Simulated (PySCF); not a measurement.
Predicted microwave data (PBE0-D3(BJ)/def2-SVP geometry optimisation, gas phase (PySCF)) for one isomer of C6H4O2:

- Rotational constants: A = 5429, B = 2266, C = 1599 MHz
- Dipole components: |μa| = 0.00 D, |μb| = 0.00 D, |μc| = 0.00 D
- Inertial defect: 0.00 u·Å²
- κ: -0.65

Problem. Which structure is it? (One computed conformer of each.)
A. `O=C1C=CC=CC1=O`
B. `c1cc2occc2o1`
C. `O=C1C=CC(=O)C=C1`

Solution. B. It is c1cc2occc2o1, an asymmetric top, point group C2h. The candidates at the same level (rigid rotor, commonest isotopes):

```csv
SMILES,A (MHz),B (MHz),C (MHz),μa (D),μb (D),μc (D),Δ (u·Å²),point group,rotor
O=C1C=CC(=O)C=C1,5261,1659,1261,0.00,0.00,0.00,0.00,D2h,asymmetric top
c1cc2occc2o1,5429,2266,1599,0.00,0.00,0.00,0.00,C2h,asymmetric top
O=C1C=CC=CC1=O,3276,2444,1400,5.20,0.00,0.00,0.00,C2v,asymmetric top
```

`O=C1C=CC=CC1=O` has A 40 % too low; `O=C1C=CC(=O)C=C1` has B 27 % too low. No structure here is proved a minimum.
